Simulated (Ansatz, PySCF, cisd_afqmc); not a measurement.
System: C3H3, charge 0, doublet. C3H3 (SMILES C(=[CH])=C, doublet).
B3LYP-D3(BJ)/def2-TZVP minimum from Ansatz (a quantum-chemistry and plane-wave program):
```xyz
6

C     -0.0003    -0.0188     0.1135
C     -0.0037    -0.2179     1.3177
C      0.0034     0.2038    -1.2323
H     -0.0066    -0.3912     2.3654
H      0.9329     0.3302    -1.7707
H     -0.9230     0.2584    -1.7878
```
Charge 0, spin multiplicity 2.

Atomisation energy term by term, kcal/mol (programs: Ansatz, cisd_afqmc). UHF or UKS for unpaired electrons; spin-orbit terms are left out. Cores are frozen in correlated methods. Rows without X2C or -DK are non-relativistic. AFQMC is phaseless with a CISD trial state; ± is one standard error, without the phaseless bias. Outlying blocks are dropped, and bars are widened where a walk drifts. Over all cases where full CI ran beside it in this data, AFQMC minus full CI had a median of +0.1 mEh and passed +0.4 mEh in a tenth of the cases. CBS(X,Y): correlation extrapolated as X^-3, Hartree-Fock from the larger set (Q,5: extrapolated as (X+1)exp(-9√X)). A bracket is a step between two methods taken in the basis named. 'core' is core correlation in cc-pwCVTZ, 'X2C' scalar relativity in cc-pVTZ-DK, both at CCSD(T). Where a partner has so few electrons that a lower coupled-cluster level is exact, that level stands in. The UHF reference of C3H3 ([CH]=C=C, doublet) is spin-contaminated (<S^2> up to 0.21 over the pure value in the sets run).

```json
[
 {"term": "Hartree-Fock", "basis": "CBS(cc-pVQZ,cc-pV5Z)", "kcal/mol": "452.67"},
 {"term": "CCSD correlation", "basis": "CBS(cc-pVQZ,cc-pV5Z)", "kcal/mol": "138.06"},
 {"term": "(T)", "basis": "CBS(cc-pVQZ,cc-pV5Z)", "kcal/mol": "11.33"},
 {"term": "CCSDT(Q) - CCSD(T)", "basis": "cc-pVDZ", "kcal/mol": "1.02"},
 {"term": "core correlation", "basis": "cc-pwCVTZ", "kcal/mol": "3.43"},
 {"term": "scalar relativity", "basis": "X2C, cc-pVTZ-DK", "kcal/mol": "-0.46"},
 {"term": "minus zero-point energy", "basis": "Hessian by PySCF at B3LYP-D3(BJ)/def2-TZVP", "kcal/mol": "-25.72"},
 {"term": "sum: D0", "basis": "", "kcal/mol": "580.3"}
]
```

The step beyond CCSD(T) by other levels: AFQMC/CISD in cc-pVDZ 0.79 ± 0.31 kcal/mol.
